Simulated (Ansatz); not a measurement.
```xyz
12

C    -0.809    2.051    0.064
C    -1.195    0.887    0.569
C    -0.469   -0.386    0.386
O    -0.839   -1.432    0.853
O     0.641   -0.259   -0.353
C     1.372   -1.463   -0.554
H    -1.385    2.953    0.233
H     0.092    2.133   -0.532
H    -2.094    0.790    1.167
H     0.758   -2.204   -1.068
H     1.698   -1.880    0.400
H     2.230   -1.191   -1.164
```

The species carries charge 0 and has multiplicity 1.

(1) List the ωB97M-V/def2-TZVPP orbital energies in eV (Ansatz). (An estimate is asked.)

Answers

(1) Ansatz gave: Occupied: -527.36, -525.69, -285.03, -282.90, -282.05, -282.00, -33.85, -31.31, -25.30, -23.04, -20.41, -18.50, -17.05, -16.42, -16.15, -15.15, -14.53, -13.89, -13.13, -12.70, -11.20, -10.59, -10.53. Lowest empty: 0.80, 3.11, 3.44, 3.99, 4.25, 4.36, 4.72, 5.35.
